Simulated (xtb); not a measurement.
C4H6, SMILES C=CC=C. All values are semi-empirical tight-binding results from xtb (GFN2-xTB unless named), good for trends rather than for accurate numbers. The structure is a stationary point at GFN2-xTB. One conformer was computed; it need not be the lowest.

Problem. Estimate the properties. (An estimate is asked for; the answer gives what the named calculation found.)

Solution. 
| Quantity | Result |
|---|---|
| point group as xtb finds it | C2h |
| orbital gap | 3.78 eV |
| dipole moment | 0.00 D |
| zero-point energy | 52.0 kcal/mol |
| G − E(el) at 298.15 K (modified RRHO) | 35.7 kcal/mol |
| static polarisability (D4 model) | 50.3 bohr³ |
| solvation energy, GFN2-xTB/ALPB(water) | -0.5 kcal/mol |
| solvation energy, GFN2-xTB/ALPB(hexane) | -2.8 kcal/mol |

Computed IR lines (harmonic; lines under 4 % of the strongest left out, lines within 3 cm⁻¹ merged):
ν (cm⁻¹): 886 (m), 1040 (m), 3061 (s), 3098 (m), 3129 (vs) (against the strongest line: vs over 80 %, s over 45 %, m over 15 %, w over 4 %, vw less)
